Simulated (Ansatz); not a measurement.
`COC(C)(F)F` and `COC(F)F` differ in one atom or group.

Ansatz, PBE0-D4/def2-TZVP geometries, multiplicity 1. Each molecule was computed in one conformer, which needn't be the lowest.

| property | `COC(C)(F)F` |
| --- | --- |
| HOMO–LUMO gap (B3LYP/def2-TZVPP) / eV | 9.23 |
| size of the dipole moment (ωB97M-V/def2-TZVPP) / D | 3.01 |
| LUMO energy (PBE/def2-TZVPP) / eV | 0.42 |
| HOMO energy (PBE0/def2-TZVPP) / eV | -8.63 |
| size of the dipole moment (PBE/def2-TZVPP) / D | 2.82 |
| LUMO energy (B3LYP/def2-TZVPP) / eV | 0.84 |

What does the change do to each property? (Estimate.)

Computed: 
```
                                          property  `COC(F)F`  shift
             HOMO–LUMO gap (B3LYP/def2-TZVPP) / eV       9.68   0.45
size of the dipole moment (ωB97M-V/def2-TZVPP) / D       2.85  -0.16
                 LUMO energy (PBE/def2-TZVPP) / eV       0.57   0.15
                HOMO energy (PBE0/def2-TZVPP) / eV      -8.93  -0.30
    size of the dipole moment (PBE/def2-TZVPP) / D       2.66  -0.16
               LUMO energy (B3LYP/def2-TZVPP) / eV       0.99   0.15
```

With PBE0 the HOMO falls by 0.30 eV and the LUMO rises by 0.17 eV, so the gap widens by about 0.47 eV. PBE moves the HOMO by -0.29 eV and ωB97M-V by -0.31 eV. Dipoles are sizes alone; their direction can turn.

B3LYP here is the variant with VWN-RPA as its local correlation; programs differ in this.
